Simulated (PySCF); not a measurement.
**LiNH2, a cluster of ions: interaction energy**

One table from this session's results is given with a row withheld; the runs are named, their logs left out.

Computed with PySCF 2.14.0; each step states its level. No surroundings beyond the atoms listed, unless a continuum is named. Atoms count from 0, parts from 1.

### The system as given

4 atoms, charge 0, multiplicity 1; geometry: GFN2-xTB. Parts: 1 = atom 0, `[Li+]`, charge 1; 2 = atoms 1–3, `[NH2-]`, charge -1.

Set-up of the first run:

The job: settings as JSON, then the geometry in Å.

```
{"job": {"xc": "PBE0", "basis": "def2-SVPD", "d3": "d3bj", "grid": 2, "kind": "geom", "shake": 0.01}, "charge": 0, "multiplicity": 1, "parts": [{"atoms": "0-0", "charge": 1, "multiplicity": 1}, {"atoms": "1-3", "charge": -1, "multiplicity": 1}]}
Li     0.026511     0.388793     0.293175
N     -0.670358     1.889070    -0.170718
H     -1.178157     2.128181    -1.031666
H     -0.636815     2.770150     0.342750
```

Started as:

```bash
$ OMP_NUM_THREADS=1 python cluster_run.py task.json out
```

This one command runs all jobs of the session in turn.

Steps of the session up to this table: Optimising the geometry at PBE0-D3(BJ)/def2-SVPD; Coupled-cluster interaction energy: CCSD(T) and MP2, 1.73 Å; Coupled-cluster interaction energy: CCSD(T) and MP2, 1.90 Å; Coupled-cluster interaction energy: CCSD(T) and MP2, 1.64 Å; Coupled-cluster interaction energy: CCSD(T) and MP2, 2.16 Å; Coupled-cluster interaction energy: CCSD(T) and MP2, 1.56 Å; Coupled-cluster interaction energy: CCSD(T) and MP2, 2.60 Å; Coupled-cluster interaction energy: CCSD(T) and MP2, 3.46 Å.

One of the session's tables, all rows but one given; the rest of the session is left out.

It belongs to the step «Coupled-cluster interaction energy: CCSD(T) and MP2, 3.46 Å». 

```
                 method  interaction energy (kcal/mol)
         HF/aug-cc-pVDZ                        -107.22
        MP2/aug-cc-pVDZ                        -108.20
       CCSD/aug-cc-pVDZ                        -107.95
    CCSD(T)/aug-cc-pVDZ                              ?
         HF/aug-cc-pVTZ                        -107.23
        MP2/aug-cc-pVTZ                        -107.87
    SCS-MP2/aug-cc-pVTZ                        -107.90
      MP2, extrapolated                        -107.72
CCSD(T), limit estimate                        -107.95
```

**Question.** Estimate the row for CCSD(T)/aug-cc-pVDZ.

The run gave: interaction energy (kcal/mol): -108.43. In the column «interaction energy (kcal/mol)» it is the lowest.

In this run the core of Li (1s) is correlated, in a basis without core functions; only the other cores are frozen.

To keep in mind: At 2.60 Å a test (T1, the size of the triples or of CCSD(T) less MP2, charge moved between the parts) flags the run, so its CCSD(T) estimate is not taken as a benchmark. At 3.46 Å a test (T1, the size of the triples or of CCSD(T) less MP2, charge moved between the parts) flags the run, so its CCSD(T) estimate is not taken as a benchmark.
